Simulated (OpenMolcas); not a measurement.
# SiO2 (silicon dioxide molecule): SSB-D (no dispersion term)/def2-TZVPD (RICD fitting, fitting threshold 0.001), part 2 of 2

OpenMolcas 26.06. Earlier steps stand in the parts before.

### 3 The doublet anion, same level

The input, job.inp:

```
* O2Si Kohn-Sham DFT

&GATEWAY
 BasLib=$CurrDir
 Coord
 3
 bohr
 O      1.30623539     2.30034471     0.97082790
 Si    -0.00137950     0.00083148    -0.00030236
 O     -1.30487479    -2.30119509    -0.97052554
 Basis=def2-TZVPD
 Group=NoSym
 RICD
 CDThreshold=0.001

&SEWARD

&SCF
 UHF
 Charge=-1
 Spin=2
 KSDFT=SSBD
 PrOrbitals=0
```

The basis set def2-TZVPD is read from a file made from the Basis Set Exchange's data (not shown).

Started as:

```
$ export MOLCAS_MEM=1860
$ pymolcas job.inp > job.log
```

Standard output:

```text
--- Start Module: gateway ---

                                              &GATEWAY

                       available to each process: 1.9 GB of memory, 1 thread

 Basis Set     1 Label: O.DEF2-TZVPD
 Basis set is read from library:.
 basistype.tbl is not found

 Basis Set     2 Label: SI.DEF2-TZVPD
 Basis set is read from library:.
 basistype.tbl is not found

 Basis Set     3 Label: O.DEF2-TZVPD
 Basis set is read from library:.
 basistype.tbl is not found

++    Symmetry information:
      ---------------------

                    Character Table for C1

                             E
                    a        1  x, y, xy, Rz, z, xz, Ry, yz, Rx, I
--

++    Basis set information:
      ----------------------

      Basis set label: O.DEF2-TZVPD.........

      Electronic valence basis set:
      ------------------
      Associated Effective Charge   8.000000 au
      Associated Actual Charge      8.000000 au
      Nuclear Model: Point charge

      Shell  nPrim  nBasis  Cartesian Spherical Contaminant
         s      12       6        X
         p       7       4        X
         d       3       3                 X
         f       1       1                 X

      Basis set label: SI.DEF2-TZVPD.........

      Electronic valence basis set:
      ------------------
      Associated Effective Charge  14.000000 au
      Associated Actual Charge     14.000000 au
      Nuclear Model: Point charge

      Shell  nPrim  nBasis  Cartesian Spherical Contaminant
         s      15       6        X
         p       9       5        X
         d       4       3                 X
         f       1       1                 X

      Basis set label: O.DEF2-TZVPD.........

      Electronic valence basis set:
      ------------------
      Associated Effective Charge   8.000000 au
      Associated Actual Charge      8.000000 au
      Nuclear Model: Point charge

      Shell  nPrim  nBasis  Cartesian Spherical Contaminant
         s      12       6        X
         p       7       4        X
         d       3       3                 X
         f       1       1                 X
--

++    Molecular structure info:
      -------------------------

                    ************************************************
                    **** Cartesian Coordinates / bohr, angstrom ****
                    ************************************************

     Center  Label                x              y              z                     x              y              z
        1      O1               1.306235       2.300345       0.970828              0.691230       1.217290       0.513740
        2      SI2             -0.001380       0.000831      -0.000302             -0.000730       0.000440      -0.000160
        3      O3              -1.304875      -2.301195      -0.970526             -0.690510      -1.217740      -0.513580

                    ***************************************
                    *    InterNuclear Distances / bohr    *
                    ***************************************

               1 O1            2 SI2           3 O3
    1 O1       0.000000
    2 SI2      2.817927        0.000000
    3 O3       5.635683        2.817758        0.000000

                    *******************************************
                    *    InterNuclear Distances / angstrom    *
                    *******************************************

               1 O1            2 SI2           3 O3
    1 O1       0.000000
    2 SI2      1.491183        0.000000
    3 O3       2.982275        1.491093        0.000000

                    **************************************
                    *    Valence Bond Angles / degree    *
                    **************************************
                          Atom centers                 Phi
                      1 O1       2 SI2      3 O3       179.90
--

            Nuclear Potential Energy             90.84965730 au

--- Stop Module: gateway /rc=_RC_ALL_IS_WELL_ ---

--- Start Module: seward ---

                                              &SEWARD

                       available to each process: 1.9 GB of memory, 1 thread

               SEWARD will generate:
                  Multipole Moment integrals up to order  2
                  Kinetic Energy integrals
                  Nuclear Attraction integrals (point charge)
                  One-Electron Hamiltonian integrals
                  Velocity integrals
                  Orbital angular momentum around ( -0.0003   0.0002  -0.0001 )
                  Velocity quadrupole around ( -0.0003   0.0002  -0.0001 )
                  RI decomposed two-electron repulsion integrals stored Cholesky style
                   - acCD auxiliary basis
                   - CD Threshold:   1.00E-03

                   Integrals are discarded if absolute value <: 1.00E-14
                   Integral cutoff threshold is set to       <: 1.00E-16

            Nuclear Potential Energy             90.84965730 au

      Basis set specifications :
      Symmetry species         a
      Basis functions          123

--- Stop Module: seward /rc=_RC_ALL_IS_WELL_ ---
--- Module seward spent 1 second ---

--- Start Module: scf ---

                                                &SCF

                       available to each process: 1.9 GB of memory, 1 thread

[... 1 line left out ...]
 ###    WARNING:  Find_Functional: Dispersion corrections are                ###
[... 16 lines left out ...]
      Nuclear repulsion energy =   90.84965730
[... 68 lines left out ...]
++ Convergence information
                               UHF SSBD       iterations: Energy and convergence statistics
[... 26 lines left out ...]
       Convergence after  17 Iterations
[... 3 lines left out ...]
 *                                             SCF/KS-DFT Program, Final results                                             *
 *                                                       Final Results                                                       *
[... 27 lines left out ...]
      Charge           -0.2836                 -0.4329                 -0.2835

      Total electronic charge=   31.000000

      Total            charge=   -1.000000
--

++    Molecular orbitals:
      -------------------

      Title: Natural orbitals

      Molecular orbitals for symmetry species 1: a

          Orbital            1         2         3         4         5         6         7         8         9        10
          Energy          -65.4349  -18.6820  -18.6777   -4.9352   -3.2676   -3.2895   -3.2895   -0.4842   -0.6840   -0.0748
          Occ. No.          2.0000    2.0000    2.0000    2.0000    2.0000    2.0000    2.0000    2.0000    2.0000    2.0000

[... 122 lines of this table left out ...]
      123 O3     4f3+       0.0001    0.0001    0.0001    0.0005    0.0008    0.0001    0.0000    0.0000   -0.0012    0.0009

          Orbital           11        12        13        14        15        16        17        18        19        20
          Energy           -0.0749   -0.3242   -0.2033   -0.1100   -0.1100    0.0630    0.2339    0.2339    0.5845    1.7003
          Occ. No.          2.0000    2.0000    1.9997    1.9978    1.9978    1.0000    0.0022    0.0022    0.0003    0.0000

[... 122 lines of this table left out ...]
      123 O3     4f3+      -0.0001   -0.0028   -0.0019    0.0001    0.0010   -0.0018   -0.0036   -0.0004   -0.0247   -0.0771

          Orbital           21        22        23        24        25        26        27        28        29        30
          Energy            0.9909    0.9909    1.5091    1.5184    1.6943    1.6943    2.6505    1.8404    6.8126    6.5157
          Occ. No.          0.0000    0.0000    0.0000    0.0000    0.0000    0.0000    0.0000    0.0000    0.0000    0.0000

[... 122 lines of this table left out ...]
      123 O3     4f3+      -0.0024   -0.0262   -0.0215   -0.0787   -0.0012   -0.0099   -0.0450   -0.0698   -0.0408   -0.0324

          Orbital           31        32        33        34        35        36        37        38        39        40
          Energy           11.3748    0.2538    0.2523    0.4577    0.6302    0.4710    0.6004    0.3415    0.6252    0.3409
          Occ. No.          0.0000    0.0000    0.0000    0.0000    0.0000    0.0000    0.0000    0.0000    0.0000    0.0000

[... 122 lines of this table left out ...]
      123 O3     4f3+       0.0461   -0.0000   -0.0030    0.0235    0.0042   -0.0095   -0.0049   -0.0104    0.0092   -0.0010

          Orbital           41        42        43        44        45        46        47        48        49        50
          Energy            0.2290    0.2306    0.3868    0.7694    0.6417    0.5764    3.7739    1.2618    0.9062    1.2248
          Occ. No.          0.0000    0.0000    0.0000    0.0000    0.0000    0.0000    0.0000    0.0000    0.0000    0.0000

[... 122 lines of this table left out ...]
      123 O3     4f3+      -0.0018    0.0001   -0.0083   -0.0239   -0.0331    0.0056   -0.0912   -0.0143    0.0000    0.0041

          Orbital           51        52        53        54        55        56        57        58        59        60
          Energy            3.8061    0.8645    3.4750    3.5141    0.5893    0.6952    1.0319    1.7420    1.1156    2.0008
          Occ. No.          0.0000    0.0000    0.0000    0.0000    0.0000    0.0000    0.0000    0.0000    0.0000    0.0000

[... 122 lines of this table left out ...]
      123 O3     4f3+      -0.2434   -0.0088   -0.1517    0.0126    0.0004   -0.0005   -0.0017    0.0022    0.0279    0.0100

          Orbital           61        62        63        64        65        66        67        68        69        70
          Energy            0.6060    0.4984    3.7861    3.7716    1.3182    0.7508    0.5415    1.5945    0.6462    1.6097
          Occ. No.          0.0000    0.0000    0.0000    0.0000    0.0000    0.0000    0.0000    0.0000    0.0000    0.0000

[... 122 lines of this table left out ...]
      123 O3     4f3+       0.0007    0.0001    0.2745    0.2800    0.0025   -0.0022    0.0011    0.0024    0.0013    0.0050

          Orbital           71        72        73        74        75        76        77        78        79        80
          Energy            0.5596    6.4635    1.0899    3.2541    5.2499    2.0713    4.5918    5.6462    3.2975   39.2772
          Occ. No.          0.0000    0.0000    0.0000    0.0000    0.0000    0.0000    0.0000    0.0000    0.0000    0.0000

[... 122 lines of this table left out ...]
      123 O3     4f3+      -0.0008    0.0446    0.0015    0.0011    0.2068    0.0003    0.0286   -0.0161   -0.2063   -0.0042

          Orbital           81        82        83        84        85        86        87        88        89        90
          Energy            2.7701    2.4122    5.9152    1.5405    6.1532    2.1592    5.0344    1.2061    5.1072    6.7627
          Occ. No.          0.0000    0.0000    0.0000    0.0000    0.0000    0.0000    0.0000    0.0000    0.0000    0.0000

[... 122 lines of this table left out ...]
      123 O3     4f3+      -0.0037    0.0003    0.0280   -0.0271   -0.0212    0.0025    0.4273    0.0039   -0.1579   -0.0878

          Orbital           91        92        93        94        95        96        97        98        99       100
          Energy            5.3592    5.3496    1.9662    2.3783    3.0271    1.1517    1.1613    1.8487    1.1585    1.2769
          Occ. No.          0.0000    0.0000    0.0000    0.0000    0.0000    0.0000    0.0000    0.0000    0.0000    0.0000

[... 122 lines of this table left out ...]
      123 O3     4f3+       0.0217    0.2030    0.0008    0.0022   -0.0028    0.0007   -0.0011    0.0069   -0.0007   -0.0011

          Orbital          101       102       103       104       105       106       107       108       109       110
          Energy            6.4514    1.2770    6.4555    5.3561    6.4940    5.2004    5.3561    5.1980    6.4940    5.2160
          Occ. No.          0.0000    0.0000    0.0000    0.0000    0.0000    0.0000    0.0000    0.0000    0.0000    0.0000

[... 122 lines of this table left out ...]
      123 O3     4f3+       0.0010   -0.0030    0.0019    0.1621   -0.0177   -0.1644    0.4344    0.4281    0.0475   -0.1649

          Orbital          111       112
          Energy            5.2160    5.2004
          Occ. No.          0.0000    0.0000

[... 122 lines of this table left out ...]
      123 O3     4f3+       0.0942   -0.0950
--

++    Molecular properties:
      ---------------------

      Charge (e):
                      =   -1.0000
      Dipole Moment (debye):
      Origin of the operator (angstrom)=   -0.0001    0.0001   -0.0000
                   X=  1.5394E-03               Y= -1.4140E-03               Z=  2.3423E-04           Total=  2.1033E-03
      Center of Charge (angstrom)
                     X=   -0.00046903               Y=    0.00037963               Z=   -0.00008073
      Quadrupole Moment (debye*angstrom):
      Origin of the operator (angstrom)=   -0.0001    0.0001   -0.0000
                  XX= -3.1381E+01              XY= -5.1970E+00              XZ= -2.1926E+00              YY= -3.7591E+01
                  YZ= -3.8640E+00              ZZ= -3.0062E+01
      In traceless form (debye*angstrom)
                  XX=  2.4454E+00              XY= -7.7955E+00              XZ= -3.2889E+00              YY= -6.8691E+00
                  YZ= -5.7959E+00              ZZ=  4.4237E+00
--

--- Stop Module: scf /rc=_RC_ALL_IS_WELL_ ---
--- Module scf spent 9 seconds ---

.##################.
.# Happy landing! #.
.##################.

    Timing: Wall=11.81 User=10.68 System=1.12
```

Wall time 12 s (1 thread of Arm Neoverse V1, shared host); peak memory 0.11 GiB.

### 4 Outcome

The summary covers parts 1 to 2.

Level: SSB-D (no dispersion term)/def2-TZVPD (RICD fitting, fitting threshold 0.001).

| quantity | value |
| --- | --- |
| singlet SiO2: total energy | -442.13998 Eh |
| singlet SiO2: dipole moment | 0.01 D |
| singlet SiO2: HOMO energy | -8.56 eV |
| singlet SiO2: LUMO energy | -4.33 eV |
| singlet SiO2: HOMO–LUMO gap | 4.23 eV |
| doublet anion: total energy | -442.19417 Eh |
| doublet anion: HOMO energy (highest over α and β) | 1.23 eV |
| doublet anion: LUMO energy (lowest over α and β) | 2.16 eV |
| doublet anion: ⟨S²⟩ | 0.760 |
| vertical electron affinity (to the doublet anion) | 1.474 eV |

At fixed nuclei the extra electron is bound by 1.47 eV (142 kJ/mol). Mulliken charges (singlet SiO2) run from -0.36 on O1 to +0.72 on Si2; in a basis this large or diffuse they mean little. The HOMO (doublet anion) lies at positive energy, 1.23 eV; only total energies tell whether the electron is bound.
